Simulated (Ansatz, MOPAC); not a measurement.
Barrier height from H + FH to the transition structure FH2, without zero-point energy, on the benchmark's geometries as Psi4's copy of the set gives them.
Transition structure (charge 0, multiplicity 2):
```xyz
3

H      0.00000     0.00000     1.13722
F      0.00000     0.00000     0.00000
H      0.00000     0.00000    -1.13722
```

Open shells are unrestricted; no spin–orbit coupling.

Cores are frozen in the correlated methods. CBS: X⁻³ extrapolation of the correlation energy, Hartree–Fock from the larger set. The state that AM1, PM3, PM6, PM7 reach isn't checked; PM7 holds dispersion and hydrogen-bond terms.

Run with Ansatz (Gaussian basis) for Hartree–Fock, density functionals and correlated methods; MOPAC for AM1, PM3, PM6, PM7 (differences of heats of formation). Values without a source in brackets are computed.

Other levels give for the barrier height: PBE/def2-TZVPPD 1.178; B3LYP/def2-TZVPPD 1.350; wB97M-V/def2-TZVPPD 1.611; CCSD(T)/CBS(aug-cc-pVTZ, aug-cc-pVQZ) 1.819 eV.

Task: What do these common cheap choices give for the same quantity: AM1, PM3, PM6, PM7?

Result: AM1 1.428; PM3 0.826; PM6 0.573; PM7 1.464 eV. They span 0.573 to 1.464 eV.

The set's own value is 42.18 kcal/mol (Zhao et al., NHTBH38), an estimate for the real system.

Ansatz is a first-principles code.
